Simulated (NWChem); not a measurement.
**BH5O (B(H2O)H3) at MN15/MINI**

Aim: the energy difference between two shapes of BH5O (B(H2O)H3) at MN15/MINI, from 2 runs. 

Program for the calculation: NWChem 7.3.0.

1 further run of the same task is left out (set aside as unsound or not needed).

## 1. The system as given

BH5O has 7 atoms, charge 0, and is taken as a singlet. SMILES: `[H]B([H])([H])<-O`. Geometry: relaxed at GFN2-xTB.

Bond lengths: B1–O2 1.700 Å, O2–H3 0.963 Å, O2–H4 0.962 Å, B1–H5 1.182 Å, B1–H6 1.191 Å, B1–H7 1.182 Å. Angles: B1–O2–H3 102.2°, B1–O2–H4 102.2°, O2–B1–H5 103.7°, O2–B1–H6 104.3°, O2–B1–H7 103.7°, H3–O2–H4 109.6°, H5–B1–H6 114.2°, H5–B1–H7 114.8°, H6–B1–H7 114.2°.

## 2. A single-point energy at MN15/MINI

bh5o.nw

```
START bh5o
memory stack 880 mb heap 220 mb global 1100 mb

GEOMETRY noautoz
B      0.067800    -0.111690    -0.668890
O      0.100820    -0.146640     1.030730
H     -0.836060    -0.142600     1.252490
H      0.486320     0.708910     1.244780
H      1.210120    -0.068530    -0.970290
H     -0.544260     0.876330    -0.930190
H     -0.484730    -1.115770    -0.958620
END

BASIS "ao basis" spherical bse
B library MINI
O library MINI
H library MINI
END

DFT
xc mn15
mult 1
grid xfine
direct
mulliken
print low
END

TASK dft energy
```

Started as:

```bash
$ nwchem bh5o.nw > bh5o.out
```

What it wrote:

```text
Northwest Computational Chemistry Package (NWChem) 7.3.0
             --------------------------------------------------------

           Job information
           ---------------

    nwchem branch   = 7.3.0
    use scalapack   = T
    input           = bh5o.nw
    prefix          = bh5o.
    data base       = ./bh5o.db
    status          = startup
    nproc           =        1

           Memory information
           ------------------

    heap     =     28835838 doubles =      220.0 Mbytes
    stack    =    115343355 doubles =      880.0 Mbytes
    global   =    144179200 doubles =     1100.0 Mbytes (distinct from heap & stack)
    total    =    288358393 doubles =     2200.0 Mbytes
    verify   = yes
    hardfail = no

           Directory information
           ---------------------

  0 permanent = .
  0 scratch   = .

                                NWChem Input Module
                                -------------------

 Scaling coordinates for geometry "geometry" by  1.889725989
 (inverse scale =  0.529177249)

 C1  symmetry detected

                             Geometry "geometry" -> ""
                             -------------------------

 Output coordinates in angstroms (scale by  1.889725989 to convert to a.u.)

  No.       Tag          Charge          X              Y              Z
 ---- ---------------- ---------- -------------- -------------- --------------
    1 B                    5.0000    -0.00004238     0.92147537    -0.01895830
    2 O                    8.0000     0.00004228    -0.77729610    -0.09103778
    3 H                    1.0000    -0.78658806    -1.00244166     0.41636752
    4 H                    1.0000     0.78624933    -1.00283230     0.41631353
    5 H                    1.0000     0.98527497     1.22627508    -0.59675289
    6 H                    1.0000     0.02164197     1.16566786     1.14679402
    7 H                    1.0000    -1.00670453     1.22432296    -0.55962842

      Atomic Mass
      -----------

      B                 11.009310
      O                 15.994910
      H                  1.007825

 Effective nuclear repulsion energy (a.u.)      38.3228801077

            Nuclear Dipole moment (a.u.)
            ----------------------------
        X                 Y               Z
 ---------------- ---------------- ----------------
    -0.0000000000     0.0000000000    -0.0000000000

            XYZ format geometry
            -------------------
     7
 geometry
 B                    -0.00004238     0.92147537    -0.01895830
 O                     0.00004228    -0.77729610    -0.09103778
 H                    -0.78658806    -1.00244166     0.41636752
 H                     0.78624933    -1.00283230     0.41631353
 H                     0.98527497     1.22627508    -0.59675289
 H                     0.02164197     1.16566786     1.14679402
 H                    -1.00670453     1.22432296    -0.55962842

 ==============================================================================
                                internuclear distances
 ------------------------------------------------------------------------------
       center one      |      center two      | atomic units |  angstroms
 ------------------------------------------------------------------------------
    3 H                |   2 O                |     1.81938  |     0.96278
    4 H                |   2 O                |     1.81885  |     0.96249
    5 H                |   1 B                |     2.23404  |     1.18220
    6 H                |   1 B                |     2.25114  |     1.19125
    7 H                |   1 B                |     2.23388  |     1.18212
 ------------------------------------------------------------------------------
                         number of included internuclear distances:          5
 ==============================================================================

 ==============================================================================
                                 internuclear angles
 ------------------------------------------------------------------------------
        center 1       |       center 2       |       center 3       |  degrees
 ------------------------------------------------------------------------------
    5 H                |   1 B                |   6 H                |   114.22
    5 H                |   1 B                |   7 H                |   114.84
    6 H                |   1 B                |   7 H                |   114.24
    3 H                |   2 O                |   4 H                |   109.56
 ------------------------------------------------------------------------------
                            number of included internuclear angles:          4
 ==============================================================================

                      Basis "ao basis" -> "" (spherical)
                      -----
  [basis functions not shown]

 Summary of "ao basis" -> "" (spherical)
 ------------------------------------------------------------------------------
       Tag                 Description            Shells   Functions and Types
 ---------------- ------------------------------  ------  ---------------------
 B                            MINI                   3        5   2s1p
 O                            MINI                   3        5   2s1p
 H                            MINI                   1        1   1s

                                 NWChem DFT Module
                                 -----------------

  Caching 1-el integrals
   Time after variat. SCF:      0.1

     ---------------------------------------------
      Total Density - Mulliken Population Analysis
     ---------------------------------------------

    Atom       Charge   Shell Charges
 -----------   ------   -------------------------------------------------------
    1 B    5     5.17   1.99  1.14  2.04
    2 O    8     8.70   2.00  1.80  4.91
    3 H    1     0.48   0.48
    4 H    1     0.48   0.48
    5 H    1     1.06   1.06
    6 H    1     1.06   1.06
    7 H    1     1.06   1.06
   Time prior to 1st pass:      0.1

           Memory utilization after 1st SCF pass:
           Heap Space remaining (MW):        0.00                  62
          Stack Space remaining (MW):      115.34           115343068

   convergence    iter        energy       DeltaE   RMS-Dens  Diis-err    time
 ---------------- ----- ----------------- --------- --------- ---------  ------
 d= 0,ls=0.0,diis     1   -101.9701467674 -1.40D+02  3.40D-02  1.59D-01     1.4
 d= 0,ls=0.0,diis     2   -101.9868805762 -1.67D-02  1.10D-02  1.01D-02     2.2
 d= 0,ls=0.0,diis     3   -101.9877842766 -9.04D-04  4.58D-03  4.58D-03     3.0
 d= 0,ls=0.0,diis     4   -101.9884863999 -7.02D-04  3.85D-04  9.49D-06     3.8
 d= 0,ls=0.0,diis     5   -101.9884887627 -2.36D-06  6.93D-05  2.68D-07     4.7
 d= 0,ls=0.0,diis     6   -101.9884888357 -7.30D-08  1.07D-05  4.86D-09     5.6
 d= 0,ls=0.0,diis     7   -101.9884888373 -1.61D-09  1.58D-06  8.08D-11     6.5

         Total DFT energy =     -101.988488837331
      One electron energy =     -212.459098599289
           Coulomb energy =       86.081329671302
    Exchange-Corr. energy =      -13.933600017057
 Nuclear repulsion energy =       38.322880107714

 Numeric. integr. density =       18.000000021119

     Total iterative time =      6.4s

     ---------------------------------------------
      Total Density - Mulliken Population Analysis
     ---------------------------------------------

    Atom       Charge   Shell Charges
 -----------   ------   -------------------------------------------------------
    1 B    5     5.28   1.99  0.98  2.31
    2 O    8     8.62   1.99  1.83  4.80
    3 H    1     0.53   0.53
    4 H    1     0.53   0.53
    5 H    1     1.00   1.00
    6 H    1     1.03   1.03
    7 H    1     1.00   1.00

     -------------------------------------------
      Total Density - Lowdin Population Analysis
     -------------------------------------------

    Atom       Charge   Shell Charges
 -----------   ------   -------------------------------------------------------
    1 B    5     5.35   1.99  0.86  2.50
    2 O    8     8.32   1.99  1.55  4.78
    3 H    1     0.64   0.64
    4 H    1     0.64   0.64
    5 H    1     1.01   1.01
    6 H    1     1.03   1.03
    7 H    1     1.01   1.01

 Task  times  cpu:        6.4s     wall:        6.4s
 Total times  cpu:        6.5s     wall:        6.5s
```

It took 7.2 s on 1 thread of Intel Xeon Platinum 8259CL at 2.50GHz (Skylake/Cascade Lake), shared host; peak memory 0.13 GiB.

## 3. The distorted shape

struct.nw

```
start struct
memory 2200 mb
charge 0

geometry noautoz
 B      0.048680    -0.087458    -0.673030
 O      0.147331    -0.154351     1.027904
 H     -0.824571    -0.156593     1.241438
 H      0.525560     0.726041     1.258153
 H      1.215638    -0.066123    -0.982239
 H     -0.535695     0.863109    -0.914903
 H     -0.466874    -1.162483    -0.970306
end

basis spherical bse
 B library MINI
 O library MINI
 H library MINI
end

dft
 xc mn15
 grid xfine
 direct
 mulliken
 print low
end

task dft energy
```

Started as:

```bash
$ nwchem struct.nw > struct.out
```

What it wrote:

```text
Northwest Computational Chemistry Package (NWChem) 7.3.0
             --------------------------------------------------------

           Job information
           ---------------

    nwchem branch   = 7.3.0
    use scalapack   = T
    input           = struct.nw
    prefix          = struct.
    data base       = ./struct.db
    status          = startup
    nproc           =        1

           Memory information
           ------------------

    heap     =     72089600 doubles =      550.0 Mbytes
    stack    =     72089597 doubles =      550.0 Mbytes
    global   =    144179200 doubles =     1100.0 Mbytes (distinct from heap & stack)
    total    =    288358397 doubles =     2200.0 Mbytes
    verify   = yes
    hardfail = no

           Directory information
           ---------------------

  0 permanent = .
  0 scratch   = .

                                NWChem Input Module
                                -------------------

 Scaling coordinates for geometry "geometry" by  1.889725989
 (inverse scale =  0.529177249)

 C1  symmetry detected

                             Geometry "geometry" -> ""
                             -------------------------

 Output coordinates in angstroms (scale by  1.889725989 to convert to a.u.)

  No.       Tag          Charge          X              Y              Z
 ---- ---------------- ---------- -------------- -------------- --------------
    1 B                    5.0000     0.00177504    -0.92285500     0.00226136
    2 O                    8.0000    -0.00515828     0.77990928     0.09130578
    3 H                    1.0000    -0.80055588     0.96351358    -0.47775258
    4 H                    1.0000     0.80969870     1.02651140    -0.40503822
    5 H                    1.0000     0.96918803    -1.19599891     0.67111177
    6 H                    1.0000     0.09038348    -1.17728625    -1.10723744
    7 H                    1.0000    -1.03632334    -1.24173907     0.57716345

      Atomic Mass
      -----------

      B                 11.009310
      O                 15.994910
      H                  1.007825

 Effective nuclear repulsion energy (a.u.)      37.9735876509

            Nuclear Dipole moment (a.u.)
            ----------------------------
        X                 Y               Z
 ---------------- ---------------- ----------------
     0.0000000000     0.0000000000    -0.0000000000

            XYZ format geometry
            -------------------
     7
 geometry
 B                     0.00177504    -0.92285500     0.00226136
 O                    -0.00515828     0.77990928     0.09130578
 H                    -0.80055588     0.96351358    -0.47775258
 H                     0.80969870     1.02651140    -0.40503822
 H                     0.96918803    -1.19599891     0.67111177
 H                     0.09038348    -1.17728625    -1.10723744
 H                    -1.03632334    -1.24173907     0.57716345

 ==============================================================================
                                internuclear distances
 ------------------------------------------------------------------------------
       center one      |      center two      | atomic units |  angstroms
 ------------------------------------------------------------------------------
    3 H                |   2 O                |     1.88044  |     0.99509
    4 H                |   2 O                |     1.86228  |     0.98548
    5 H                |   1 B                |     2.28169  |     1.20742
    6 H                |   1 B                |     2.15758  |     1.14174
    7 H                |   1 B                |     2.32202  |     1.22876
 ------------------------------------------------------------------------------
                         number of included internuclear distances:          5
 ==============================================================================

 ==============================================================================
                                 internuclear angles
 ------------------------------------------------------------------------------
        center 1       |       center 2       |       center 3       |  degrees
 ------------------------------------------------------------------------------
    5 H                |   1 B                |   6 H                |   115.20
    5 H                |   1 B                |   7 H                |   111.04
    6 H                |   1 B                |   7 H                |   117.54
    3 H                |   2 O                |   4 H                |   109.07
 ------------------------------------------------------------------------------
                            number of included internuclear angles:          4
 ==============================================================================

                      Basis "ao basis" -> "" (spherical)
                      -----
  [basis functions not shown]

 Summary of "ao basis" -> "" (spherical)
 ------------------------------------------------------------------------------
       Tag                 Description            Shells   Functions and Types
 ---------------- ------------------------------  ------  ---------------------
 B                            MINI                   3        5   2s1p
 O                            MINI                   3        5   2s1p
 H                            MINI                   1        1   1s

                                 NWChem DFT Module
                                 -----------------

  Caching 1-el integrals
   Time after variat. SCF:      0.1

     ---------------------------------------------
      Total Density - Mulliken Population Analysis
     ---------------------------------------------

    Atom       Charge   Shell Charges
 -----------   ------   -------------------------------------------------------
    1 B    5     5.17   1.99  1.14  2.03
    2 O    8     8.68   2.00  1.80  4.89
    3 H    1     0.48   0.48
    4 H    1     0.48   0.48
    5 H    1     1.07   1.07
    6 H    1     1.05   1.05
    7 H    1     1.06   1.06
   Time prior to 1st pass:      0.1

           Memory utilization after 1st SCF pass:
           Heap Space remaining (MW):       34.04            34036080
          Stack Space remaining (MW):       72.09            72089308

   convergence    iter        energy       DeltaE   RMS-Dens  Diis-err    time
 ---------------- ----- ----------------- --------- --------- ---------  ------
 d= 0,ls=0.0,diis     1   -101.9764714303 -1.40D+02  3.57D-02  1.61D-01     1.4
 d= 0,ls=0.0,diis     2   -101.9939896164 -1.75D-02  1.28D-02  1.40D-02     2.2
 d= 0,ls=0.0,diis     3   -101.9952694163 -1.28D-03  5.21D-03  5.97D-03     3.0
 d= 0,ls=0.0,diis     4   -101.9961967827 -9.27D-04  4.34D-04  1.20D-05     3.8
 d= 0,ls=0.0,diis     5   -101.9961997894 -3.01D-06  8.83D-05  4.09D-07     4.7
 d= 0,ls=0.0,diis     6   -101.9961999057 -1.16D-07  1.29D-05  7.20D-09     5.5
 d= 0,ls=0.0,diis     7   -101.9961999081 -2.37D-09  2.32D-06  1.82D-10     6.3

         Total DFT energy =     -101.996199908064
      One electron energy =     -211.889236799334
           Coulomb energy =       85.830101565945
    Exchange-Corr. energy =      -13.910652325615
 Nuclear repulsion energy =       37.973587650940

 Numeric. integr. density =       18.000000058956

     Total iterative time =      6.2s

     ---------------------------------------------
      Total Density - Mulliken Population Analysis
     ---------------------------------------------

    Atom       Charge   Shell Charges
 -----------   ------   -------------------------------------------------------
    1 B    5     5.28   1.99  0.99  2.31
    2 O    8     8.59   1.99  1.84  4.76
    3 H    1     0.55   0.55
    4 H    1     0.54   0.54
    5 H    1     1.00   1.00
    6 H    1     1.03   1.03
    7 H    1     1.00   1.00

     -------------------------------------------
      Total Density - Lowdin Population Analysis
     -------------------------------------------

    Atom       Charge   Shell Charges
 -----------   ------   -------------------------------------------------------
    1 B    5     5.35   1.99  0.86  2.50
    2 O    8     8.31   1.99  1.58  4.74
    3 H    1     0.64   0.64
    4 H    1     0.64   0.64
    5 H    1     1.01   1.01
    6 H    1     1.03   1.03
    7 H    1     1.01   1.01

 Task  times  cpu:        6.3s     wall:        6.3s
 Total times  cpu:        6.3s     wall:        6.3s
```

Wall time 7.2 s (1 thread of Intel Xeon Platinum 8259CL at 2.50GHz (Skylake/Cascade Lake), shared host); peak memory 0.13 GiB.

## 4. Summary of results

Level: MN15/MINI.

| quantity | value |
| --- | --- |
| first shape: total energy | -101.98849 Eh |
| distorted shape: total energy | -101.99620 Eh |
| energy change with the atoms displaced | -0.210 eV |

With the atoms displaced the energy falls by 0.21 eV (4.8 kcal/mol). The first shape isn't relaxed at this level, so the change isn't measured from a minimum. The minimal basis adds a large error of its own. Mulliken charges (distorted shape) run from -0.59 on O2 to +0.46 on H4.
